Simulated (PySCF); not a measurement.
# MgS: everyday levels beside a composite calculation

PySCF; the state is a singlet (closed shell). The composite is CCSD(T) extrapolated to the basis-set limit from two correlation-consistent sets, with core-valence (CV) and scalar-relativistic (SR) terms as its label shows; it has no spin–orbit coupling and nothing beyond (T). Here it is CCSD(T)/CBS(DT)+CV+SR. It gives Re = 2.147 Å, ωe = 533 cm⁻¹ and De = 2.19 eV to Mg + S.

```tsv
level	basis	relativity	Re (Å)	ωe (cm⁻¹)	De (eV)
RHF	def2-TZVPP	no relativity	2.135	551	0.31
RHF-MP2	def2-TZVPP	no relativity	2.150	551	2.20
RHF-CCSD(T)	def2-TZVPP	no relativity	2.163	518	1.92
PBE	6-311G(d,p)	no relativity	2.169	521	2.35
revPBE	6-311G(d,p)	no relativity	2.178	514	2.17
r²SCAN	pcseg-2	no relativity	2.140	550	2.33
TPSSh	pcseg-2	no relativity	2.145	540	2.18
r²SCANh	def2-TZVPP	no relativity	2.134	555	2.26
PBE0	def2-TZVPP	no relativity	2.136	546	2.10
CAM-B3LYP	def2-TZVPP	no relativity	2.127	549	1.87
```

Q: Give the difference of each row from the composite.

A: 

```
      level        basis  ΔRe (pm)  Δωe (%)  ΔDe (eV)
        RHF   def2-TZVPP      -1.2     +3.4     -1.88
    RHF-MP2   def2-TZVPP      +0.3     +3.4     +0.01
RHF-CCSD(T)   def2-TZVPP      +1.6     -2.8     -0.27
        PBE  6-311G(d,p)      +2.2     -2.3     +0.16
     revPBE  6-311G(d,p)      +3.1     -3.6     -0.02
     r²SCAN      pcseg-2      -0.7     +3.2     +0.14
      TPSSh      pcseg-2      -0.2     +1.3     -0.01
    r²SCANh   def2-TZVPP      -1.3     +4.1     +0.07
       PBE0   def2-TZVPP      -1.1     +2.4     -0.09
  CAM-B3LYP   def2-TZVPP      -2.0     +3.0     -0.32
```

Q: Which rows come closest in De?

A: RHF-MP2 in def2-TZVPP (+0.01 eV); revPBE in 6-311G(d,p) (-0.02 eV); TPSSh in pcseg-2 (-0.01 eV), counted from the composite.

Correlated steps freeze 6 core orbitals. Where the molecule has an RHF reference, its open-shell atoms are computed with UHF. The CCSD T1 diagnostic is raised in MgS, a sign that a single reference may not be enough there.
